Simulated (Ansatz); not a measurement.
Write a Python script for Ansatz 0.2.0 through its Python package that makes the energy of protonation at one site of CN (charge -1). Settings (for the species named): r2SCAN, def2-SVP basis, multiplicity 1.

```json
{"atom": "C", "x (Å)": "0.0000", "y (Å)": "0.0000", "z (Å)": "0.0000"}
{"atom": "N", "x (Å)": "0.0000", "y (Å)": "0.0000", "z (Å)": "1.4650"}
```

`cn_pa.py`:
```python
"""Proton affinity of CN(-) at one site."""

import ansatz as az
import numpy as np

geometry_ang = [
    ("C", (0.0, 0.0, 0.0)),
    ("N", (0.0, 0.0, 1.465)),
]
molecule = az.Crystal.molecule()
for symbol, xyz in geometry_ang:
    molecule = molecule.atom(symbol, xyz)

job = (
    molecule.calculation()
    .basis(gaussian="def2-SVP")
    .functional("r2scan")
    .charge(-1)
)
symbols = [site.symbol for site in molecule.cartesian_sites]
start = np.array([site.position_ang for site in molecule.cartesian_sites], dtype=float)
r = job.relax(force_tolerance=0.01, max_steps=100).run(threads=1, backend="cpu").report
end = np.array(r["positions_ang"])

# put the proton on the side away from the neighbours, slightly off axis
away = sum((end[1] - end[j]) / np.linalg.norm(end[1] - end[j]) for j in [0]) + np.array([0.15, 0.1, -0.2])
proton = end[1] + 1.0 * away / np.linalg.norm(away)
acid = az.Crystal.molecule()
for symbol, place in zip(symbols, end):
    acid = acid.atom(symbol, place.tolist())
acid = acid.atom("H", proton.tolist())
protonated = (
    acid.calculation()
    .basis(gaussian="def2-SVP")
    .functional("r2scan")
    .relax(force_tolerance=0.01, max_steps=80)
)
after = protonated.run(threads=1, backend="cpu").report
xyz = np.array(after["positions_ang"])
reach = np.linalg.norm(xyz[:-1] - xyz[-1], axis=1)
print(f"base {r['free_energy_ev']:.5f} eV, protonated {after['free_energy_ev']:.5f} eV")
print(f"the proton ends {reach.min():.3f} A from {symbols[reach.argmin()]}{reach.argmin()}")
print(f"electronic proton affinity {23.060548 * (r['free_energy_ev'] - after['free_energy_ev']):.1f} kcal/mol")
```

Output of `python cn_pa.py`:
```text
base -2522.69433 eV, protonated -2538.01379 eV
the proton ends 1.006 A from N1
electronic proton affinity 353.3 kcal/mol
```

Reading the output:
- These settings explore the input space; basis and method may be short of convergence.
- The proton is put on one chosen atom, which needn't be the most basic site, so the molecule's proton affinity can be higher; the ends are stationary points, not checked by frequencies, and zero-point and thermal terms count only where printed.
- The spin state was assumed, and another may lie lower.
- Anions want diffuse functions, which this basis lacks.
- Wall time of the script: 6.9 s on 1 thread of Arm Neoverse V2 (shared host), peak memory 0.17 GiB.

(Lines on the test bed's own set-up are left out of the output.)
